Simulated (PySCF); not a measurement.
PySCF input file for methanol (CH₄O), SMILES CO, PBE0/pcJ-1. Geometry optimised at ωB97X-D3(BJ)/def2-TZVP.

```python
import numpy as np
from pyscf import gto, scf, dft
from pyscf.prop.ssc import rks as ssc

mol = gto.M(
    atom='''
    C    -0.01998565    0.66412501    0.00000000
    O     0.12231255   -0.74737998    0.00000000
    H    -0.54561545    1.02521908    0.89255271
    H     0.98633377    1.08468768    0.00000000
    H    -0.54561542    1.02521907   -0.89255274
    H    -0.75368938   -1.14083603   -0.00000001
    ''',
    basis='pcJ-1',
    charge=0,
    spin=0,
    max_memory=1600,
    verbose=3,
)
mf = dft.RKS(mol, xc='pbe0')
mf.grids.level = 3
mf.conv_tol = 1e-10
mf.max_cycle = 100
mf.kernel()
j = ssc.SSC(mf)
j.with_fcsd = True
j.max_cycle_cphf = 80
j.conv_tol = 1e-7
e11 = j.kernel()
```

Log of the run:

```
converged SCF energy = -115.591818410814
Reduced spin-spin coupling constant K (Hz)
               #0        #1        #2        #3        #4
        0 C    0.00000
        1 O  -17.44860   0.00000
        2 H   17.10002   0.59438   0.00000
        3 H   17.95444   3.00339  -0.41057   0.00000
        4 H   17.09994   0.59402  -0.25984  -0.41054   0.00000
        5 H   -0.38151  15.93047   0.04350   0.49854   0.04350
               #5
        5 H    0.00000
Spin-spin coupling constant J (Hz)
               #0        #1        #2        #3        #4
        0 C    0.00000
        1 O   18.56838   0.00000
        2 H  134.18243  -2.51499   0.00000
        3 H  140.88700 -12.70810 -12.80980   0.00000
        4 H  134.18176  -2.51346  -8.10694 -12.80883   0.00000
        5 H   -2.99367 -67.40584   1.35716  15.55458   1.35717
               #5
        5 H    0.00000
```

The run converged.

Cost: around 40 core-seconds (rough).
